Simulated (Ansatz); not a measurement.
A made-up structure of CH7SSi (charge +1), singlet:

```xyz
10
angstrom
Si 0.3379 -0.8170 0.0809
C -1.0980 0.2031 -0.6753
S 1.5381 0.1480 1.0197
H -1.7226 -0.4789 -1.1933
H -0.6356 0.9191 -1.3056
H -1.5734 0.6749 0.1463
H -0.1072 -1.8035 1.0002
H 1.1207 -1.4833 -0.8987
H 0.7043 0.8899 1.7869
H 1.7635 1.1631 0.1520
```

It is relaxed with PBE-D4/def2-SVP and then PBE0-D4/def2-TZVP (Ansatz 0.2.0). Atoms count as bonded within 1.22 times the sum of their covalent radii (H–H: 0.88 Å). The end point is not checked to be a true minimum.

Task: Does its bonding change? (Judge from chemistry; the calculation decides.)

Result: Computed: No: no bond forms or breaks.

Where it ends: The first stage lowers the energy by 2.84 eV in 7 steps. It ends as CH₇SSi ([CH3][SiH2][SH2]), total charge +1:
```
atom    x (Å)    y (Å)    z (Å)
 Si1   0.1918  -0.9644  -0.0382
  C2  -1.1137   0.1527  -0.6942
  S3   1.7215   0.2869   1.1606
  H4  -1.8240  -0.4638  -1.2568
  H5  -0.7085   0.8990  -1.3802
  H6  -1.6680   0.6495   0.1044
  H7  -0.1850  -1.8873   1.0498
  H8   1.1439  -1.5418  -1.0065
  H9   0.8546   1.0043   1.9076
 H10   1.9149   1.2804   0.2665
```

Labels in which every atom is bracketed show which atoms are joined, not bond orders.

For scale, one of the runs: PBE0-D4/def2-TZVP relaxation, 147 basis functions, launched by `ansatz run in.yaml --threads 2 --pin off --events-out ev --progress --plain --max-ram 4352MiB`. The run took about 17 s on 2 CPU threads of an Arm Neoverse V2 (shared host).
